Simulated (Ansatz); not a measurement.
Compare A (`C=C(F)C(F)F`) with its isomer B (`CC(F)=C(F)F`).

Gas-phase electronic energies from Ansatz, PBE0-D4/def2-TZVP geometries. CCSD(T)/CBS is the MP2 limit (def2-TZVPP, def2-QZVPP) plus CCSD(T) − MP2 in def2-TZVPP, frozen cores. DFT in def2-TZVPP. B3LYP here is the variant with VWN-RPA as its local correlation; programs differ in this. One conformer a species, not always the lowest.

(1) Which isomer does CCSD(T)/CBS put lower? Give the gap. (An estimate is asked.)

(2) Give E(B) − E(A) in kJ/mol with B3LYP, CCSD/def2-TZVPP, BLYP-D4, PBE0-D4, B2PLYP, ωB97M-V, LDA (SPW92). (Best estimate.)

(3) Does the order hold for the free energy at 298.15 K (harmonic terms from PBE0-D4)? (Best estimate.)

Largest T1 diagnostic: 0.012.

Answers

(1) Computed: A, by 27.0 kJ/mol.

(2) The calculation gave: B3LYP 20.2, CCSD/def2-TZVPP 28.0, BLYP-D4 19.2, PBE0-D4 15.5, B2PLYP 24.2, ωB97M-V 22.8, LDA (SPW92) 6.5. None reverses the order clearly.

(3) Ansatz gave: Yes: G(B) − G(A) = +25.8 kJ/mol, for one conformer each.

From BLYP to BHLYP (50 % exact exchange), in def2-TZVPP and without D4, E(B) − E(A) moves by +7.1 kJ/mol. At CCSD(T), def2-SVP lies −3.3 kJ/mol from the extrapolated value and def2-TZVPP +0.4 kJ/mol.
